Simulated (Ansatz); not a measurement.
Total energies of C3H5NO, SMILES `OC1=NCC1`.

Z-matrix (Å, degrees):
```
C
C 1 1.548
C 1 1.948 2 48.7
N 1 1.491 2 89.7 3 0.0
H 1 1.092 2 115.4 3 -115.2
H 1 1.092 2 115.4 3 115.2
H 2 1.091 1 116.5 3 113.9
H 2 1.091 1 116.5 3 -113.9
O 3 1.327 2 129.4 1 180.0
H 9 0.967 3 107.5 2 180.0
```

Charge 0, multiplicity 1. Geometry: relaxed with PBE0-D4/def2-TZVP. It is one conformer, not always the lowest. Basis def2-TZVPP, Ansatz 0.2.0.

RPA on PBE orbitals: Hartree–Fock energy of these orbitals -245.82948 Eh, correlation -1.45644 Eh (frozen core).

```
functional  energy without D4 (Eh)  D4 term (kJ/mol)
    revPBE              -247.29213             -61.4
      BLYP              -247.27985             -38.4
    B97M-V              -247.33308                 –
     B3LYP              -247.36303             -26.8
   r2SCAN0              -247.19109              -4.7
 CAM-B3LYP              -247.24725             -13.7
   LC-ωPBE              -247.20630                 –
   ωB97X-V              -247.28659                 –
    B2PLYP              -247.16391                 –
  PBE-QIDH              -247.04080                 –
```

Give the same for LDA (SPW92), PBE, r2SCAN, PBE0, r2SCANh, HSE06 (plane-wave form), BHLYP, ωB97M-V. (Estimate.)

The calculation gave: 
| functional | energy without D4 (Eh) | D4 term (kJ/mol) |
| --- | --- | --- |
| LDA (SPW92) | -245.30349 | – |
| PBE | -247.06862 | -16.8 |
| r2SCAN | -247.22338 | -4.1 |
| PBE0 | -247.08025 | -13.8 |
| r2SCANh | -247.20999 | -4.3 |
| HSE06 (plane-wave form) | -247.06752 | -12.7 |
| BHLYP | -247.21435 | -18.0 |
| ωB97M-V | -247.27077 | – |

B3LYP takes the VWN-RPA correlation (the form of Gaussian; ORCA's B3LYP/G). HSE06 is the plane-wave form, built on full-range PBE exchange. The double hybrids freeze the cores in their second-order part.

LC-ωPBE has ω = 0.4 bohr⁻¹.
